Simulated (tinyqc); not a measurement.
Inside a calculation. Method: ROHF in the sto-3g basis, for LiH, spin multiplicity 3. One step of it, computed by the program tinyqc.

Problem. Iteration 2: building the Fock matrix. J_ij = sum D_kl (ij|kl) with D = D(alpha) + D(beta), K_ij = sum D_kl (ik|jl) for each spin; F = H + J - K(s); E = tr D H + tr D J / 2 - 0.5 sum_s tr D(s) K(s) + E_nn.

D(alpha) after iteration 1, order 1Li 1s, 1Li 2s, 1Li 2px, 1Li 2py, 1Li 2pz, 2H 1s:
```
[[1.054953, -0.204601, 0.000000, 0.000000, 0.084234, -0.081409],
 [-0.204601, 0.932707, 0.000000, 0.000000, -0.340160, -0.006833],
 [0.000000, 0.000000, 0.000000, 0.000000, 0.000000, 0.000000],
 [0.000000, 0.000000, 0.000000, 0.000000, 0.000000, 0.000000],
 [0.084234, -0.340160, 0.000000, 0.000000, 0.295416, 0.296975],
 [-0.081409, -0.006833, 0.000000, 0.000000, 0.296975, 0.515917]]
```

D(beta) after iteration 1, order 1Li 1s, 1Li 2s, 1Li 2px, 1Li 2py, 1Li 2pz, 2H 1s:
```
[[0.974961, 0.051717, 0.000000, 0.000000, -0.048719, -0.149001],
 [0.051717, 0.002743, 0.000000, 0.000000, -0.002584, -0.007904],
 [0.000000, 0.000000, 0.000000, 0.000000, 0.000000, 0.000000],
 [0.000000, 0.000000, 0.000000, 0.000000, 0.000000, 0.000000],
 [-0.048719, -0.002584, 0.000000, 0.000000, 0.002435, 0.007446],
 [-0.149001, -0.007904, 0.000000, 0.000000, 0.007446, 0.022771]]
```

core Hamiltonian H = T + V (hartree), order 1Li 1s, 1Li 2s, 1Li 2px, 1Li 2py, 1Li 2pz, 2H 1s:
```
[[-4.778493, -1.074352, 0.000000, 0.000000, -0.020372, -0.446060],
 [-1.074352, -1.415855, 0.000000, 0.000000, -0.131301, -0.810271],
 [0.000000, 0.000000, -1.153159, 0.000000, 0.000000, 0.000000],
 [0.000000, 0.000000, 0.000000, -1.153159, 0.000000, 0.000000],
 [-0.020372, -0.131301, 0.000000, 0.000000, -1.258447, -0.924333],
 [-0.446060, -0.810271, 0.000000, 0.000000, -0.924333, -1.577449]]
```

Two-electron integrals (ij|kl) in chemists' order, unique and non-zero (hartree):
```
(11|11) 1.680395   (21|11) 0.265420   (21|21) 0.049941   (22|11) 0.397727
(22|21) 0.092860   (22|22) 0.290562   (31|31) 0.008981   (32|31) 0.013788
(32|32) 0.064184   (33|11) 0.396640   (33|21) 0.092880   (33|22) 0.290497
(33|33) 0.312946   (41|41) 0.008981   (42|41) 0.013788   (42|42) 0.064184
(43|43) 0.016869   (44|11) 0.396640   (44|21) 0.092880   (44|22) 0.290497
(44|33) 0.279207   (44|44) 0.312946   (51|51) 0.008981   (52|51) 0.013788
(52|52) 0.064184   (53|53) 0.016869   (54|54) 0.016869   (55|11) 0.396640
(55|21) 0.092880   (55|22) 0.290497   (55|33) 0.279207   (55|44) 0.279207
(55|55) 0.312946   (61|11) 0.104978   (61|21) 0.019814   (61|22) 0.037280
(61|33) 0.036841   (61|44) 0.036841   (61|51) 0.002344   (61|52) 0.004429
(61|55) 0.038177   (61|61) 0.008591   (62|11) 0.180734   (62|21) 0.042382
(62|22) 0.133144   (62|33) 0.127162   (62|44) 0.127162   (62|51) 0.006957
(62|52) 0.036888   (62|55) 0.144973   (62|61) 0.019831   (62|62) 0.092296
(63|31) 0.004010   (63|32) 0.016921   (63|53) 0.006185   (63|63) 0.007960
(64|41) 0.004010   (64|42) 0.016921   (64|54) 0.006185   (64|64) 0.007960
(65|11) 0.206355   (65|21) 0.049033   (65|22) 0.160359   (65|33) 0.150006
(65|44) 0.150006   (65|51) 0.010924   (65|52) 0.056411   (65|55) 0.180859
(65|61) 0.024214   (65|62) 0.123364   (65|65) 0.168723   (66|11) 0.369458
(66|21) 0.088308   (66|22) 0.297910   (66|33) 0.273133   (66|44) 0.273133
(66|51) 0.018461   (66|52) 0.110333   (66|55) 0.346892   (66|61) 0.043962
(66|62) 0.250277   (66|65) 0.349926   (66|66) 0.774606
```

nuclear repulsion = 1.11719327 hartree

Give: Coulomb J; exchange K(alpha); exchange K(beta); F(alpha); F(beta); total energy of this density.

Solution.

Coulomb J (hartree), order 1Li 1s, 1Li 2s, 1Li 2px, 1Li 2py, 1Li 2pz, 2H 1s:
```
[[4.0911, 0.7051, 0.0000, 0.0000, 0.0065, 0.2843],
 [0.7051, 1.3743, 0.0000, 0.0000, 0.0476, 0.6949],
 [0.0000, 0.0000, 1.3494, 0.0000, 0.0000, 0.0000],
 [0.0000, 0.0000, 0.0000, 1.3494, 0.0000, 0.0000],
 [0.0065, 0.0476, 0.0000, 0.0000, 1.4168, 0.8463],
 [0.2843, 0.6949, 0.0000, 0.0000, 0.8463, 1.6333]]
```

exchange K(alpha) (hartree), order 1Li 1s, 1Li 2s, 1Li 2px, 1Li 2py, 1Li 2pz, 2H 1s:
```
[[1.7018, 0.2758, 0.0000, 0.0000, 0.0076, 0.1148],
 [0.2758, 0.3655, 0.0000, 0.0000, 0.0059, 0.2699],
 [0.0000, 0.0000, 0.0756, 0.0000, 0.0000, 0.0000],
 [0.0000, 0.0000, 0.0000, 0.0756, 0.0000, 0.0000],
 [0.0076, 0.0059, 0.0000, 0.0000, 0.3481, 0.3522],
 [0.1148, 0.2699, 0.0000, 0.0000, 0.3522, 0.6539]]
```

exchange K(beta) (hartree), order 1Li 1s, 1Li 2s, 1Li 2px, 1Li 2py, 1Li 2pz, 2H 1s:
```
[[1.6346, 0.2522, 0.0000, 0.0000, -0.0506, 0.0467],
 [0.2522, 0.0472, 0.0000, 0.0000, -0.0117, 0.0091],
 [0.0000, 0.0000, 0.0092, 0.0000, 0.0000, 0.0000],
 [0.0000, 0.0000, 0.0000, 0.0092, 0.0000, 0.0000],
 [-0.0506, -0.0117, 0.0000, 0.0000, 0.0135, 0.0041],
 [0.0467, 0.0091, 0.0000, 0.0000, 0.0041, 0.0139]]
```

F(alpha) (hartree), order 1Li 1s, 1Li 2s, 1Li 2px, 1Li 2py, 1Li 2pz, 2H 1s:
```
[[-2.3893, -0.6451, 0.0000, 0.0000, -0.0215, -0.2766],
 [-0.6451, -0.4070, 0.0000, 0.0000, -0.0896, -0.3853],
 [0.0000, 0.0000, 0.1207, 0.0000, 0.0000, 0.0000],
 [0.0000, 0.0000, 0.0000, 0.1207, 0.0000, 0.0000],
 [-0.0215, -0.0896, 0.0000, 0.0000, -0.1897, -0.4302],
 [-0.2766, -0.3853, 0.0000, 0.0000, -0.4302, -0.5980]]
```

F(beta) (hartree), order 1Li 1s, 1Li 2s, 1Li 2px, 1Li 2py, 1Li 2pz, 2H 1s:
```
[[-2.3220, -0.6215, 0.0000, 0.0000, 0.0368, -0.2085],
 [-0.6215, -0.0887, 0.0000, 0.0000, -0.0720, -0.1244],
 [0.0000, 0.0000, 0.1870, 0.0000, 0.0000, 0.0000],
 [0.0000, 0.0000, 0.0000, 0.1870, 0.0000, 0.0000],
 [0.0368, -0.0720, 0.0000, 0.0000, 0.1449, -0.0821],
 [-0.2085, -0.1244, 0.0000, 0.0000, -0.0821, 0.0420]]
```

total energy of this density = -7.673506 hartree
